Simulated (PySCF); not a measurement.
# Phosphorus: a sound run and one with changed settings

Sound run: P [Ne] 3s2 3p3, P⁺ [Ne] 3s2 3p2. All numbers are calculated (PySCF 2.14, no relativity, point nucleus, in def2-TZVP (5s5p2d1f, 37 functions)). The sound run starts from symmetry-adapted Hartree-Fock orbitals and uses a fine grid where one is needed.

Changed run: 6 angular points. This setting is unsound on purpose.

| species | method | sound run (hartree) | changed run (hartree) | converged |
| --- | --- | --- | --- | --- |
| P | UHF | -340.70986 | -340.70986 | yes |
| P | LDA | -339.98936 | -341.31322 | yes |
| P | PBE0 | -341.13506 | -341.90016 | yes |
| P⁺ | UHF | -340.34566 | -340.34566 | yes |
| P⁺ | LDA | -339.60075 | -340.61226 | yes |
| P⁺ | PBE0 | -340.74812 | -341.30801 | yes |

Ionisation energy of P:

```csv
method,sound run (eV),changed run (eV)
UHF,9.910,9.910
```

A coarse angular grid integrates products of high-l functions wrongly, so density functionals can shift, and the SCF can exploit the error; Hartree-Fock and MP2 need no grid.

For comparison, NIST gives 10.487 eV between the lowest levels.
